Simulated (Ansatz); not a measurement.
# CH₂, triplet: from triple and quadruple zeta to the limit

```yaml
atoms:
  - { symbol: C, position_ang: [-0.0642, -0.0529, -0.0797] }
  - { symbol: H, position_ang: [-0.5279, 0.6410, -0.7802] }
  - { symbol: H, position_ang: [-0.1000, -1.1336, 0.0561] }
```

Ansatz 0.2.0, UHF determinant, valence electrons correlated. Energies in eV.

| set | X | functions | Hartree–Fock | MP2 correlation | CCSD(T) correlation | time |
| --- | --- | --- | --- | --- | --- | --- |
| def2-TZVPP | 3 | 59 | -1059.5678 | -3.1911 | -3.8080 | 13 s on 1 × NVIDIA H100 80GB HBM3 with 1 thread of AMD EPYC 7R13 Processor (Zen 3), on a shared host |
| def2-QZVPP | 4 | 117 | -1059.6152 | -3.4170 | -4.0048 | 16 s on 1 × NVIDIA H100 80GB HBM3 with 1 thread of AMD EPYC 7R13 Processor (Zen 3) (shared host) |

Hartree–Fock is taken to follow E(X) = E∞ + A·exp(−7.88·√X), correlation E(X) = E∞ + B·X^−2.97.

Task: Work out the CCSD(T) energy at the limit, and how far the shortcut misses it that extrapolates MP2 and adds CCSD(T) minus MP2 from the smaller set.

Result: Hartree–Fock: E∞ = E4 + 0.1377·(E4 − E3) = -1059.6217. Correlation: E∞ = E4 + 0.7407·(E4 − E3) = -4.1505 for CCSD(T) and -3.5844 for MP2. The limit is -1063.7722 eV, 0.152 eV below def2-QZVPP. The shortcut gives a correlation energy of -3.5844 + (-0.6170) = -4.2014, 51 meV lower than the direct value.
